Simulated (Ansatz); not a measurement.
Conformers of C8H18 (`CCC(C)(CC)CC`), each relaxed with PBE0-D4/def2-TZVP in Ansatz. CBS adds the triple-zeta coupled-cluster correction to the MP2 limit.

Not all of them had a frequency check.

Conformer A:

```xyz
26

C     0.594   -1.509    2.052
C    -0.449   -1.114    1.020
C     0.051   -0.307   -0.191
C     1.007   -1.163   -1.018
C    -1.190    0.039   -1.031
C    -0.964    0.917   -2.250
C     0.801    0.958    0.249
C     0.008    1.944    1.089
H     1.043   -0.637    2.532
H     0.139   -2.114    2.840
H     1.402   -2.100    1.616
H    -0.935   -2.019    0.635
H    -1.242   -0.544    1.516
H     1.891   -1.444   -0.441
H     0.519   -2.083   -1.354
H     1.359   -0.627   -1.901
H    -1.930    0.519   -0.381
H    -1.648   -0.906   -1.349
H    -0.596    1.909   -1.976
H    -0.245    0.478   -2.946
H    -1.899    1.058   -2.797
H     1.175    1.466   -0.646
H     1.697    0.653    0.800
H    -0.870    2.319    0.557
H    -0.341    1.496    2.023
H     0.622    2.808    1.352
```

Conformer B:

```xyz
26

C    -2.118    0.223    1.496
C    -1.281    0.760    0.345
C    -0.006   -0.024   -0.007
C    -0.366   -1.446   -0.436
C     0.911   -0.060    1.227
C     2.256   -0.750    1.059
C     0.725    0.704   -1.148
C    -0.047    0.890   -2.446
H    -1.582    0.248    2.447
H    -2.437   -0.807    1.320
H    -3.021    0.825    1.619
H    -0.994    1.796    0.564
H    -1.916    0.805   -0.545
H    -0.729   -2.037    0.408
H    -1.149   -1.446   -1.198
H     0.499   -1.967   -0.854
H     0.374   -0.555    2.041
H     1.078    0.973    1.557
H     2.896   -0.244    0.333
H     2.795   -0.763    2.009
H     2.143   -1.788    0.737
H     1.644    0.154   -1.375
H     1.043    1.686   -0.777
H     0.587    1.366   -3.197
H    -0.380   -0.065   -2.861
H    -0.927    1.523   -2.319
```

Conformer C:

Cartesian coordinates in Å:
```
C -2.073 -1.516 -0.661
C -1.134 -1.017 0.426
C 0.144 -0.301 -0.042
C 0.953 -1.229 -0.946
C -0.237 0.981 -0.799
C 0.918 1.874 -1.222
C 1.012 0.013 1.189
C 0.431 0.986 2.202
H -1.592 -2.245 -1.316
H -2.447 -0.702 -1.286
H -2.943 -2.004 -0.214
H -1.692 -0.343 1.084
H -0.832 -1.868 1.050
H 0.437 -1.433 -1.887
H 1.926 -0.796 -1.190
H 1.137 -2.187 -0.450
H -0.931 1.561 -0.181
H -0.803 0.697 -1.692
H 1.627 1.346 -1.865
H 1.474 2.260 -0.365
H 0.549 2.735 -1.785
H 1.978 0.396 0.843
H 1.235 -0.936 1.689
H -0.505 0.625 2.631
H 1.129 1.136 3.029
H 0.237 1.967 1.760
```

Q: Which is lowest in electronic energy at CCSD(T)/CBS (frozen core, def2 sets), and by how much? (An estimate is asked.)

A: The calculation gave: A; B lies 5.3 kJ/mol higher, C lies 2.3 kJ/mol higher.

Q: Give the energies relative to A (kJ/mol) with PBE0-D4/def2-TZVPP, ωB97X-V/def2-TZVPP, B2PLYP/def2-TZVPP, HF/def2-TZVPP, HF/CBS(def2), MP2/CBS(def2), CCSD/CBS(def2). (An estimate is asked.)

A: Ansatz gave: 
```tsv
level	B	C
PBE0-D4/def2-TZVPP	5.2	2.4
ωB97X-V/def2-TZVPP	5.3	2.3
B2PLYP/def2-TZVPP	4.2	2.0
HF/def2-TZVPP	3.5	1.6
HF/CBS(def2)	3.5	1.6
MP2/CBS(def2)	6.0	2.6
CCSD/CBS(def2)	5.1	2.3
```
